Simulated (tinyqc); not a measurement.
RKS/B3LYP (VWN-RPA form) in the sto-6g basis, for BH, spin multiplicity 1, step by step. Computed by tinyqc, a small Python program that keeps every step (integrals from PySCF). Settings: charge = 0, multiplicity = 1, basis = sto-6g, energy threshold = 1e-10, iteration cap = 65, orthogonalisation = symmetric, start = highest core orbitals, DIIS depth = 0, damping = 0.7, method = RKS, functional = b3lyp, grid = [15, 86]. Command: `OMP_NUM_THREADS=1 python tinyqc.py 24391 24392 out.jsonl` (the two numbers bound the seeds that draw the settings). One thread of a shared host (Intel(R) Xeon(R) Processor @ 2.60GHz), about 0.9 s of CPU time with the checks. Later iterations appear only in the table of the cycle.

## One-electron integrals

Geometry (angstrom):
```
atom,x,y,z
B,0.00000,0.00000,0.00000
H,0.00000,0.00000,2.11400
```

Basis sto-6g: exponents (1/bohr^2) and contraction coefficients of normalised primitives:
```
element,l (shell),exponent,coefficient
B,s (1),506.01115,0.00916
B,s (1),92.77681,0.04936
B,s (1),25.95566,0.16854
B,s (1),8.91645,0.37056
B,s (1),3.46251,0.41649
B,s (1),1.42605,0.13033
B,s (2),23.19458,-0.01325
B,s (2),4.59081,-0.04699
B,s (2),1.42682,-0.03379
B,s (2),0.54895,0.25024
B,s (2),0.23841,0.59512
B,s (2),0.10928,0.24071
B,p (3),23.19458,0.00376
B,p (3),4.59081,0.03768
B,p (3),1.42682,0.17390
B,p (3),0.54895,0.41804
B,p (3),0.23841,0.42586
B,p (3),0.10928,0.10171
H,s (1),35.52322,0.00916
H,s (1),6.51314,0.04936
H,s (1),1.82214,0.16854
H,s (1),0.62596,0.37056
H,s (1),0.24308,0.41649
H,s (1),0.10011,0.13033
```

Overlap, kinetic and nuclear-attraction integrals over the contracted functions; the nuclear repulsion is the sum of Za Zb / Rab.

nuclear repulsion = 1.2516017 hartree

overlap S, lower triangle:
```
,1B 1s,1B 2s,1B 2px,1B 2py,1B 2pz,2H 1s
1B 1s,1.00000
1B 2s,0.26489,1.00000
1B 2px,0.00000,0.00000,1.00000
1B 2py,0.00000,0.00000,0.00000,1.00000
1B 2pz,0.00000,0.00000,0.00000,0.00000,1.00000
2H 1s,0.00832,0.13867,0.00000,0.00000,0.17585,1.00000
```

kinetic energy T (hartree), lower triangle:
```
,1B 1s,1B 2s,1B 2px,1B 2py,1B 2pz,2H 1s
1B 1s,10.94724
1B 2s,-0.33388,0.37450
1B 2px,0.00000,0.00000,1.12503
1B 2py,0.00000,0.00000,0.00000,1.12503
1B 2pz,0.00000,0.00000,0.00000,0.00000,1.12503
2H 1s,-0.00372,-0.01086,0.00000,0.00000,0.00684,0.76852
```

nuclear attraction V (hartree), lower triangle:
```
,1B 1s,1B 2s,1B 2px,1B 2py,1B 2pz,2H 1s
1B 1s,-23.64204
1B 2s,-2.81050,-4.00028
1B 2px,0.00000,0.00000,-3.98985
1B 2py,0.00000,0.00000,0.00000,-3.98985
1B 2pz,-0.00619,-0.05997,0.00000,0.00000,-4.02064
2H 1s,-0.09584,-0.38253,0.00000,0.00000,-0.45564,-2.49079
```

core Hamiltonian H = T + V (hartree), lower triangle:
```
,1B 1s,1B 2s,1B 2px,1B 2py,1B 2pz,2H 1s
1B 1s,-12.69480
1B 2s,-3.14438,-3.62578
1B 2px,0.00000,0.00000,-2.86482
1B 2py,0.00000,0.00000,0.00000,-2.86482
1B 2pz,-0.00619,-0.05997,0.00000,0.00000,-2.89562
2H 1s,-0.09956,-0.39339,0.00000,0.00000,-0.44880,-1.72227
```

## Two-electron integrals

Functions are numbered as in S; the eight-fold symmetry (ij|kl) = (ji|kl) = (kl|ij) leaves the list below.

Two-electron integrals (ij|kl) in chemists' order, unique and non-zero (hartree):
```
i,j,k,l,(ij|kl)
1,1,1,1,2.92499
2,1,1,1,0.48076
2,1,2,1,0.09948
2,2,1,1,0.74345
2,2,2,1,0.18897
2,2,2,2,0.54492
3,1,3,1,0.02110
3,2,3,1,0.03085
3,2,3,2,0.12044
3,3,1,1,0.74345
3,3,2,1,0.18897
3,3,2,2,0.54492
3,3,3,3,0.58711
4,1,4,1,0.02110
4,2,4,1,0.03085
4,2,4,2,0.12044
4,3,4,3,0.03164
4,4,1,1,0.74345
4,4,2,1,0.18897
4,4,2,2,0.54492
4,4,3,3,0.52383
4,4,4,4,0.58711
5,1,5,1,0.02110
5,2,5,1,0.03085
5,2,5,2,0.12044
5,3,5,3,0.03164
5,4,5,4,0.03164
5,5,1,1,0.74345
5,5,2,1,0.18897
5,5,2,2,0.54492
5,5,3,3,0.52383
5,5,4,4,0.52383
5,5,5,5,0.58711
6,1,1,1,0.01538
6,1,2,1,0.00310
6,1,2,2,0.00588
6,1,3,3,0.00585
6,1,4,4,0.00585
6,1,5,1,0.00025
6,1,5,2,0.00048
6,1,5,5,0.00594
6,1,6,1,0.00010
6,2,1,1,0.06083
6,2,2,1,0.01588
6,2,2,2,0.05362
6,2,3,3,0.05200
6,2,4,4,0.05200
6,2,5,1,0.00176
6,2,5,2,0.01218
6,2,5,5,0.05687
6,2,6,1,0.00053
6,2,6,2,0.00945
6,3,3,1,0.00125
6,3,3,2,0.00648
6,3,5,3,0.00199
6,3,6,3,0.00074
6,4,4,1,0.00125
6,4,4,2,0.00648
6,4,5,4,0.00199
6,4,6,4,0.00074
6,5,1,1,0.06817
6,5,2,1,0.01796
6,5,2,2,0.06323
6,5,3,3,0.06032
6,5,4,4,0.06032
6,5,5,1,0.00286
6,5,5,2,0.01900
6,5,5,5,0.06904
6,5,6,1,0.00062
6,5,6,2,0.01282
6,5,6,5,0.01781
6,6,1,1,0.25024
6,6,2,1,0.06628
6,6,2,2,0.24914
6,6,3,3,0.23964
6,6,4,4,0.23964
6,6,5,1,0.00616
6,6,5,2,0.05841
6,6,5,5,0.26813
6,6,6,1,0.00221
6,6,6,2,0.06575
6,6,6,5,0.09495
6,6,6,6,0.77500
```

## Orthogonalisation

S = U s U^T; symmetric (Loewdin) form X = U s^(-1/2) U^T, so that X^T S X = 1.

eigenvalues of S: 0.69056  0.84731  1.00000  1.00000  1.14466  1.31746

X, lower triangle:
```
,1B 1s,1B 2s,1B 2px,1B 2py,1B 2pz,2H 1s
1B 1s,1.02798
1B 2s,-0.13994,1.03585
1B 2px,0.00000,0.00000,1.00000
1B 2py,0.00000,0.00000,0.00000,1.00000
1B 2pz,-0.00163,0.00988,0.00000,0.00000,1.01205
2H 1s,0.01059,-0.07408,0.00000,0.00000,-0.09083,1.01976
```

## Starting guess

The start is the highest orbitals of the core Hamiltonian (a deliberately bad start); D = 2 C_occ C_occ^T.

D at the start, lower triangle:
```
,1B 1s,1B 2s,1B 2px,1B 2py,1B 2pz,2H 1s
1B 1s,0.00064
1B 2s,-0.00377,0.02216
1B 2px,0.00000,0.00000,2.00000
1B 2py,0.00000,0.00000,0.00000,2.00000
1B 2pz,-0.00443,0.02603,0.00000,0.00000,0.03058
2H 1s,0.03667,-0.21556,0.00000,0.00000,-0.25323,2.09685
```

## Iteration 1: exchange-correlation on the grid

Becke grid with 15 radial and 86 angular points per atom, points of zero weight dropped. rho = sum D_ij phi_i phi_j; V_xc,ij = sum w v_xc phi_i phi_j plus the gradient terms; v_xc is d(rho eps)/d rho at fixed gradient. Exact exchange is left to K.

The 8 grid points with the largest w rho, of 2573 (bohr, atomic units):
```
x,y,z,w,rho,|grad rho|^2,eps_xc,v_xc
-0.48652,1.20553,0.00000,0.13080,0.16591,0.05985,-0.38047,-0.47318
0.48652,1.20553,0.00000,0.13080,0.16591,0.05985,-0.38047,-0.47318
-1.20553,0.48652,0.00000,0.13080,0.16591,0.05985,-0.38047,-0.47318
1.20553,0.48652,0.00000,0.13080,0.16591,0.05985,-0.38047,-0.47318
-1.20553,-0.48652,0.00000,0.13080,0.16591,0.05985,-0.38047,-0.47318
1.20553,-0.48652,0.00000,0.13080,0.16591,0.05985,-0.38047,-0.47318
-0.48652,-1.20553,0.00000,0.13080,0.16591,0.05985,-0.38047,-0.47318
0.48652,-1.20553,0.00000,0.13080,0.16591,0.05985,-0.38047,-0.47318
```

electrons on the grid, sum of w rho = 5.99966

E_xc = sum of w rho eps_xc = -1.9068479 hartree

V_xc (hartree), lower triangle:
```
,1B 1s,1B 2s,1B 2px,1B 2py,1B 2pz,2H 1s
1B 1s,-0.62571
1B 2s,-0.13349,-0.36245
1B 2px,0.00000,0.00000,-0.39301
1B 2py,0.00000,0.00000,0.00000,-0.39301
1B 2pz,-0.00671,-0.00533,0.00000,0.00000,-0.30135
2H 1s,-0.00419,-0.04006,0.00000,0.00000,-0.05006,-0.42785
```

## Iteration 1: building the Kohn-Sham matrix

J_ij = sum D_kl (ij|kl), K_ij = sum D_kl (ik|jl); F = H + J - 0.1 K + V_xc; E = tr D H + tr D J / 2 - 0.05 tr D K + E_xc + E_nn.

Coulomb J (hartree), lower triangle:
```
,1B 1s,1B 2s,1B 2px,1B 2py,1B 2pz,2H 1s
1B 1s,3.47635
1B 2s,0.88865,2.67518
1B 2px,0.00000,0.00000,2.69897
1B 2py,0.00000,0.00000,0.00000,2.69897
1B 2pz,0.01215,0.11363,0.00000,0.00000,2.62757
2H 1s,0.02783,0.33880,0.00000,0.00000,0.43028,2.52372
```

exchange K (hartree), lower triangle:
```
,1B 1s,1B 2s,1B 2px,1B 2py,1B 2pz,2H 1s
1B 1s,0.08536
1B 2s,0.12388,0.48787
1B 2px,0.00000,0.00000,1.23875
1B 2py,0.00000,0.00000,0.00000,1.23875
1B 2pz,-0.00006,0.00848,0.00000,0.00000,0.14136
2H 1s,0.00311,0.09605,0.00000,0.00000,0.12385,1.55314
```

Kohn-Sham matrix F (hartree), lower triangle:
```
,1B 1s,1B 2s,1B 2px,1B 2py,1B 2pz,2H 1s
1B 1s,-9.85270
1B 2s,-2.40161,-1.36185
1B 2px,0.00000,0.00000,-0.68274
1B 2py,0.00000,0.00000,0.00000,-0.68274
1B 2pz,-0.00074,0.04748,0.00000,0.00000,-0.58353
2H 1s,-0.07624,-0.10425,0.00000,0.00000,-0.08096,0.21828
```

total energy of this density = -7.9654139 hartree

This density is the starting one.

## Iteration 1: diagonalisation and new density

Diagonalise F' = X^T F X, C = X C', fill 3 alpha and 3 beta electrons from the bottom; D = 2 C_occ C_occ^T; the new density keeps 0.7 of the old one (damping). Each column has its largest component positive (the first on a tie).

F' = X^T F X (hartree), lower triangle:
```
,1,2,3,4,5,6
1,-9.74885
2,-0.98626,-0.94129
3,0.00000,0.00000,-0.68274
4,0.00000,0.00000,0.00000,-0.68274
5,-0.00843,0.05175,0.00000,0.00000,-0.57995
6,0.00325,-0.05373,0.00000,0.00000,-0.05534,0.24711
```

orbital energies (hartree): MO1 -9.85794, MO2 -0.84427, MO3 -0.68274, MO4 -0.68274, MO5 -0.57458, MO6 0.25381

coefficients C:
```
,MO1,MO2,MO3,MO4,MO5,MO6
1B 1s,1.00637,-0.24673,0.00000,0.00000,-0.04719,0.02369
1B 2s,-0.02523,1.02113,0.00000,0.00000,0.19504,-0.12951
1B 2px,0.00000,0.00000,0.82187,0.56968,0.00000,0.00000
1B 2py,0.00000,0.00000,-0.56968,0.82187,0.00000,0.00000
1B 2pz,-0.00026,-0.18227,0.00000,0.00000,0.98659,-0.16128
2H 1s,0.00263,-0.01682,0.00000,0.00000,-0.02319,1.02613
```

D after iteration 1, lower triangle:
```
,1B 1s,1B 2s,1B 2px,1B 2py,1B 2pz,2H 1s
1B 1s,0.64464
1B 2s,-0.16904,0.64152
1B 2px,0.00000,0.00000,1.80528
1B 2py,0.00000,0.00000,-0.28092,1.59472
1B 2pz,0.02373,-0.09345,0.00000,0.00000,0.04134
2H 1s,0.02975,-0.16123,0.00000,0.00000,-0.17543,1.46797
```

Within a degenerate level the vectors are fixed only up to a rotation; this is one choice.

## Iteration 2: exchange-correlation on the grid

As before.

The 8 grid points with the largest w rho, of 2573 (bohr, atomic units):
```
x,y,z,w,rho,|grad rho|^2,eps_xc,v_xc
-1.20553,0.48652,0.00000,0.13080,0.18000,0.06960,-0.38962,-0.48576
1.20553,-0.48652,0.00000,0.13080,0.18000,0.06960,-0.38962,-0.48576
-1.76164,0.71094,0.00000,0.36587,0.06374,0.01524,-0.29516,-0.34633
1.76164,-0.71094,0.00000,0.36587,0.06374,0.01524,-0.29516,-0.34633
-0.90266,0.90266,-0.24578,0.13151,0.17686,0.06844,-0.38778,-0.48290
0.90266,-0.90266,-0.24578,0.13151,0.17686,0.06844,-0.38778,-0.48290
-1.31906,1.31906,-0.35916,0.36787,0.06265,0.01480,-0.29383,-0.34446
1.31906,-1.31906,-0.35916,0.36787,0.06265,0.01480,-0.29383,-0.34446
```

electrons on the grid, sum of w rho = 6.00013

E_xc = sum of w rho eps_xc = -2.2050553 hartree

V_xc (hartree), lower triangle:
```
,1B 1s,1B 2s,1B 2px,1B 2py,1B 2pz,2H 1s
1B 1s,-1.14086
1B 2s,-0.17671,-0.36864
1B 2px,0.00000,0.00000,-0.39800
1B 2py,0.00000,0.00000,0.00982,-0.39066
1B 2pz,0.00126,0.00697,0.00000,0.00000,-0.31729
2H 1s,-0.00569,-0.03780,0.00000,0.00000,-0.04612,-0.38710
```

## Iteration 2: building the Kohn-Sham matrix

As before.

Coulomb J (hartree), lower triangle:
```
,1B 1s,1B 2s,1B 2px,1B 2py,1B 2pz,2H 1s
1B 1s,5.08317
1B 2s,1.13386,2.96682
1B 2px,0.00000,0.00000,2.99607
1B 2py,0.00000,0.00000,-0.01778,2.98274
1B 2pz,0.00272,0.05413,0.00000,0.00000,2.92164
2H 1s,0.03556,0.33420,0.00000,0.00000,0.41201,2.19727
```

exchange K (hartree), lower triangle:
```
,1B 1s,1B 2s,1B 2px,1B 2py,1B 2pz,2H 1s
1B 1s,1.85944
1B 2s,0.39361,0.75757
1B 2px,0.00000,0.00000,1.19046
1B 2py,0.00000,0.00000,-0.15604,1.07351
1B 2pz,-0.00398,-0.06303,0.00000,0.00000,0.20825
2H 1s,0.01217,0.09326,0.00000,0.00000,0.08827,1.09011
```

Kohn-Sham matrix F (hartree), lower triangle:
```
,1B 1s,1B 2s,1B 2px,1B 2py,1B 2pz,2H 1s
1B 1s,-8.93844
1B 2s,-2.22658,-1.10336
1B 2px,0.00000,0.00000,-0.38581
1B 2py,0.00000,0.00000,0.00765,-0.38009
1B 2pz,-0.00181,0.00743,0.00000,0.00000,-0.31209
2H 1s,-0.07091,-0.10631,0.00000,0.00000,-0.09173,-0.02111
```

total energy of this density = -13.8229793 hartree

This density is a damped mixture and is not idempotent.

## Iteration 2: diagonalisation and new density

As before.

F' = X^T F X (hartree), lower triangle:
```
,1,2,3,4,5,6
1,-8.82791
2,-0.96561,-0.69844
3,0.00000,0.00000,-0.38581
4,0.00000,0.00000,0.00765,-0.38009
5,-0.00480,0.01441,0.00000,0.00000,-0.30270
6,0.00524,-0.05270,0.00000,0.00000,-0.06650,0.00353
```

orbital energies (hartree): MO1 -8.94103, MO2 -0.59033, MO3 -0.39111, MO4 -0.37478, MO5 -0.31646, MO6 0.02230

coefficients C:
```
,MO1,MO2,MO3,MO4,MO5,MO6
1B 1s,1.00472,-0.25657,0.00000,0.00000,-0.00331,0.03388
1B 2s,-0.01847,1.03414,0.00000,0.00000,0.00869,-0.16822
1B 2px,0.00000,0.00000,0.82160,0.57006,0.00000,0.00000
1B 2py,0.00000,0.00000,-0.57006,0.82160,0.00000,0.00000
1B 2pz,-0.00011,-0.02994,0.00000,0.00000,0.97178,-0.29551
2H 1s,0.00198,0.01531,0.00000,0.00000,0.11978,1.01940
```

D after iteration 2, lower triangle:
```
,1B 1s,1B 2s,1B 2px,1B 2py,1B 2pz,2H 1s
1B 1s,1.09642
1B 2s,-0.28865,1.09093
1B 2px,0.00000,0.00000,1.66871
1B 2py,0.00000,0.00000,-0.47766,1.31129
1B 2pz,0.02115,-0.08399,0.00000,0.00000,0.02948
2H 1s,0.01966,-0.10338,0.00000,0.00000,-0.12307,1.02772
```

## Convergence

Stop when the energy changes by less than 1e-10 hartree and every element of the error matrix X^T (F D S - S D F) X is below 3e-06.

Course of the cycle:
```
iteration,E (hartree),change,largest element of the error matrix
1,-7.9654139,-,6.01e-02
2,-13.8229793,-5.86e+00,8.24e-02
3,-17.4764507,-3.65e+00,7.83e-02
4,-19.8580660,-2.38e+00,6.39e-02
5,-21.4715579,-1.61e+00,4.57e-02
6,-22.5743628,-1.10e+00,3.34e-02
7,-23.3332819,-7.59e-01,2.36e-02
8,-23.8581757,-5.25e-01,1.65e-02
9,-24.2225164,-3.64e-01,1.41e-02
10,-24.4760563,-2.54e-01,1.20e-02
11,-24.6528056,-1.77e-01,1.00e-02
12,-24.7761755,-1.23e-01,8.22e-03
13,-24.8623618,-8.62e-02,6.62e-03
14,-24.9226080,-6.02e-02,5.26e-03
...,...,...,...
52,-25.0629145,-7.80e-08,4.63e-08
53,-25.0629146,-5.46e-08,3.32e-08
54,-25.0629146,-3.82e-08,2.39e-08
55,-25.0629146,-2.68e-08,1.71e-08
56,-25.0629147,-1.87e-08,1.23e-08
57,-25.0629147,-1.31e-08,8.81e-09
58,-25.0629147,-9.18e-09,6.31e-09
59,-25.0629147,-6.43e-09,4.52e-09
60,-25.0629147,-4.50e-09,3.24e-09
61,-25.0629147,-3.15e-09,2.32e-09
62,-25.0629147,-2.20e-09,1.66e-09
63,-25.0629147,-1.54e-09,1.19e-09
64,-25.0629147,-1.08e-09,8.49e-10
65,-25.0629147,-7.56e-10,6.07e-10
```

PySCF RKS in the same basis, fine grid = -25.0597753 hartree

Not converged within the cap of 65 iterations: the residual falls steadily but slowly, by a factor of about 0.72 a step. Reruns (cap 100 unless said): DIIS 8: converged in 33; damping 0.5: converged in 39; level shift 0.5: not converged; atomic densities as start, DIIS 8: converged in 12; the original settings with a cap of 400: converged in 71.
